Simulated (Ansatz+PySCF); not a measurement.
Two shapes of singlet H₂O.

Shape 1:

```xyz
3

O     0.0000    0.0000   -0.1197
H     0.0000    0.7919    0.5086
H     0.0000   -0.7542    0.4787
```

Shape 2:

```xyz
3

O     0.0000    0.0000   -0.1197
H     0.0000    0.8296    0.5385
H     0.0000   -0.7542    0.4787
```

Basis set: 6-31G (spherical functions). Correlated methods keep 1 orbital frozen. Charge 0, multiplicity 1.

Computed with Ansatz (development build ahead of 0.2.0); each method stands on the lowest determinant of its kind that the runs found.

(1) Which shape is lower in energy, and by how much in each method?

Results:

(1)

| method | E(2) − E(1) (eV) |
| --- | --- |
| RHF | 0.162 |
| UHF | 0.162 |
| UHF-CCSD | 0.098 |
| UHF-CCSD(T) | 0.096 |
| full CI (lowest root of this spin) | 0.095 |

Shape 1 is lower.
